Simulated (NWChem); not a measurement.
The numbers come from NWChem runs, not from measurements. System: DMSO (C2H6OS), charge 0, spin multiplicity 1, at a geometry optimised with PBE/def2-SVP. Level: MP2/def2-TZVP, 8 core orbitals frozen.

Part of the output:

```
             Northwest Computational Chemistry Package (NWChem) 7.3.0
             --------------------------------------------------------

                                NWChem Input Module
                                -------------------

 Scaling coordinates for geometry "geometry" by  1.889725989
 (inverse scale =  0.529177249)

 Turning off AUTOSYM since
 SYMMETRY directive was detected!

                             Geometry "geometry" -> ""
                             -------------------------

 Output coordinates in angstroms (scale by  1.889725989 to convert to a.u.)

  No.       Tag          Charge          X              Y              Z
 ---- ---------------- ---------- -------------- -------------- --------------
    1 C                    6.0000    -0.66129600     0.52181500    -1.37247500
    2 S                   16.0000     0.50394900     0.09667700     0.00000000
    3 C                    6.0000    -0.66129600     0.52181500     1.37247500
    4 O                    8.0000     0.63601900    -1.41471400     0.00000000
    5 H                    1.0000    -0.13737000     0.24838300    -2.30772000
    6 H                    1.0000    -0.89824900     1.60415000    -1.36774500
    7 H                    1.0000    -1.57227400    -0.09798300    -1.25809900
    8 H                    1.0000    -1.57227400    -0.09798300     1.25809900
    9 H                    1.0000    -0.13737000     0.24838300     2.30772000
   10 H                    1.0000    -0.89824900     1.60415000     1.36774500

 Effective nuclear repulsion energy (a.u.)     180.7119072637

            Nuclear Dipole moment (a.u.)
            ----------------------------
        X                 Y               Z
 ---------------- ---------------- ----------------
    -0.0000037795    -0.0000000000     0.0000000000

      Symmetry information
      --------------------

 Group name             Cs
 Group number              2
 Group order               2
 No. of unique centers     6

      Symmetry unique atoms

     1    2    4    5    6    7


 Summary of "ao basis" -> "" (spherical)
 ------------------------------------------------------------------------------
       Tag                 Description            Shells   Functions and Types
 ---------------- ------------------------------  ------  ---------------------
 *                         def2-tzvp                  on all atoms

 Summary of "ao basis" -> "ao basis" (spherical)
[...]
    4 O    8     8.69   0.79  1.18  0.58  0.95  0.39  1.80  2.01  0.95  0.00  0.03  0.00
    5 H    1     0.86   0.26  0.48  0.09  0.02
    6 H    1     0.88   0.26  0.48  0.12  0.02
    7 H    1     0.86   0.26  0.48  0.11  0.02
    8 H    1     0.86   0.26  0.48  0.11  0.02
    9 H    1     0.86   0.26  0.48  0.09  0.02
   10 H    1     0.88   0.26  0.48  0.12  0.02

       Multipole analysis of the density wrt the origin
       ------------------------------------------------

     L   x y z        total         open         nuclear
     -   - - -        -----         ----         -------
     0   0 0 0      0.000000      0.000000     42.000000

     1   1 0 0     -0.908676      0.000000     -0.000004
     1   0 1 0      1.577565      0.000000     -0.000000
     1   0 0 1      0.000000      0.000000      0.000000

     2   2 0 0    -24.479783      0.000000     68.360449
     2   1 1 0      1.129647      0.000000    -47.143856
     2   1 0 1     -0.000000      0.000000      0.000000
     2   0 2 0    -27.948610      0.000000     88.267937
     2   0 1 1      0.000000      0.000000     -0.000000
     2   0 0 2    -21.140190      0.000000    143.422776

                   NWChem MP2 Semi-direct Energy/Gradient Module
                   ---------------------------------------------

  Basis functions       =    166
  Molecular orbitals    =    166
  Frozen core           =      8
  Frozen virtuals       =      0
  Active alpha occupied =     13
  Active beta occupied  =     13
  Active alpha virtual  =    145
  Active beta virtual   =    145
  Use MO symmetry       = T
  Use skeleton AO sym   = T

  AO/Fock/Back tols     =   1.0D-09  1.0D-09  1.0D-09

 GA uses MA = F    GA memory limited = T

 Available:
  local mem=  1.26D+08
 global mem=  1.44D+08
 local disk=  0.00D+00
  mp2_memr nvloc                   145
  nvloc new                   145
   1 passes of  13:        5242880                     150426                  86978810.
   1 passes of  13: M    126147983           G      144124088           F     120905103.

 Semi-direct pass number   1 of   1  for RHF alpha+beta  at       26.9s
  vrange nnbf                 13564
  mp2_eaftype                   331  avail_ma_in_mb                  1099
 EAF : mp2_eaftype filesize         331   43489405.
  mp2_eaf for mointskh                    331
Node 0 wrote    204.5 Mb in      0.2 s     Agg I/O rate:   943.2 Mb/s
 Done moints_semi at       49.5s
  mp2_eaftype                   331  avail_ma_in_mb                   768
 EAF : mp2_eaftype filesize         331   43489405.
  mp2_eaf for kh                   331
 Done maket at       50.0s
 Done multipass loop at       50.0s

          -------------------------------------------
          SCF energy                -551.648281906034
          Correlation energy          -0.763828627917
          Singlet pairs               -0.489392566744
          Triplet pairs               -0.274436061172
          Total MP2 energy          -552.412110533951
          -------------------------------------------

          ---------------------------------------------------
                    Spin Component Scaled (SCS) MP2
          Same spin pairs                     -0.182957374115
          Same spin scaling factor             0.333333333333
          Opposite spin pairs                 -0.580871253802
          Opposite spin scaling fact.          1.200000000000
          SCS-MP2 correlation energy          -0.758031295934
          Total SCS-MP2 energy              -552.406313201968
          ---------------------------------------------------

 -----------------------
 Performance information
 -----------------------

 Timer overhead =  1.55D-07 seconds/call

               Nr. of calls         CPU time (s)                 Wall time (s)                GFlops
             ---------------    -------------------     ------------------------------   -------------------
Name         Min   Avg   Max    Min     Avg     Max     Min     Avg     Max   Mx/calls   Min     Max     Sum
mp2: moin     1     1     1    23.     23.     23.      23.     23.     23.     23.      0.0     0.0     0.0
mp2: make     1     1     1   0.57    0.57    0.57     0.57    0.57    0.57    0.57      0.0     0.0     0.0
mp2: tota     1     1     1    23.     23.     23.      23.     23.     23.     23.      0.0     0.0     0.0

 The average no. of pstat calls per process was 3.00D+00
 with a timing overhead of 4.64D-07s

 Task  times  cpu:       50.0s     wall:       50.0s

 Total times  cpu:       50.0s     wall:       50.0s
```

Q: Write an NWChem input that would produce this output.

A: Several could match; the one computed here: 
```
start mol
memory heap 200 mb stack 900 mb global 1100 mb
geometry units angstroms nocenter noautoz
  C     -0.661296     0.521815    -1.372475
  S      0.503949     0.096677     0.000000
  C     -0.661296     0.521815     1.372475
  O      0.636019    -1.414714     0.000000
  H     -0.137370     0.248383    -2.307720
  H     -0.898249     1.604150    -1.367745
  H     -1.572274    -0.097983    -1.258099
  H     -1.572274    -0.097983     1.258099
  H     -0.137370     0.248383     2.307720
  H     -0.898249     1.604150     1.367745
  symmetry group Cs
end
basis spherical
  * library def2-tzvp
end
scf
  rhf
  nopen 0
  maxiter 100
  thresh 1e-7
  semidirect memsize 60000000 filesize 0
end
mp2
  freeze core 8
end
task mp2 energy
```
